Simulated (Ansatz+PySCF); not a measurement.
A calculation with Ansatz (development build ahead of 0.2.0).

```yaml
crystal:
  periodic: [false, false, false]
  atoms:
    - { symbol: Li, position_ang: [0.0, 0.0, 0.0] }
    - { symbol: S, position_ang: [1.51285, 2.01714, 4.36723] }
basis:
  gaussian: { orbitals: STO-3G }
magnetization:
  initial_magnetization: 1
hamiltonian:
  xc: hf
correlation:
  method: fci
  frozen_orbitals: { Li: 0, S: 5 }
```

The input is written out in the form of the current development build from the run's settings.

The run gave:

```yaml
Converged: yes
Total_energy: -400.44684 hartree
State: lowest doublet root, of any spatial symmetry
```
